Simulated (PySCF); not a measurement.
Structure problem from calculated spectra and properties.

Elements present: C, Cl and H. Monoisotopic mass: 78.0236 u.

| Property | Result |
| --- | --- |
| Polarisability | 52.7 au [CAM-B3LYP/def2-SVPD] |
| UV, strongest line | among the 8 lowest singlet transitions: S4 at 8.22 eV (151 nm, f = 0.061) [TDDFT CAM-B3LYP/def2-SVPD] |
| Triplet | lowest triplet excitation (Tamm–Dancoff): 6.74 eV [TDA CAM-B3LYP/def2-SVPD] |
| XPS | Cl2p3/2 205.6, C1s 291.0 (×2), C1s 292.3, Cl1s 2828.2 eV [ΔSCF SCAN, pcX-2 on the ionised atom, pcseg-1 elsewhere, spin-free X2C, 2p3/2 from a spin–orbit splitting computed afterwards within the 2p shell] |
| Dipole | 2.26 D [CAM-B3LYP/def2-SVPD] |
| Rotational structure | rotational constants A, B, C: 8.122, 4.616, 3.243 GHz [GFN2-xTB] |
| UV, first state | lowest singlet excitation: 7.42 eV (167 nm, f = 0.001) [TDDFT CAM-B3LYP/def2-SVPD] |

Electronic properties: PySCF, gas phase, density fitting. Levels stand in brackets. Isolated species at its GFN2-xTB geometry, gas phase.

Task: Which formula fits the mass and the elements?

Result: C3H7Cl (calculated 78.0236). No other formula that holds each of these elements comes within 0.0003 u with a fitting electron parity and a possible valence count.

Task: Give a SMILES that accounts for the data.

Result: Numbering: `[CH3:1][CH:2]([CH3:3])[Cl:4]`. Its formula, C3H7Cl, gives 0 degrees of unsaturation, so no ring and no π bond. The core levels belong to: Cl2p3/2 205.6 eV, alkyl chlorine [Cl4]; C1s 291.0 eV, methyl carbon [C1/C3]; C1s 292.3 eV, sp3 C–Cl carbon [C2]; Cl1s 2828.2 eV, alkyl chlorine [Cl4]. The optimised geometry has point group Cs and is an asymmetric top. Structure: `CC(C)Cl`. Computed isomers that give other values at the same levels: `CCCCl` (rotational constant A: 25.846 GHz; this holds for the one conformer computed). The assignments are read from this structure; whether some other isomer fits the data as well wasn't checked.
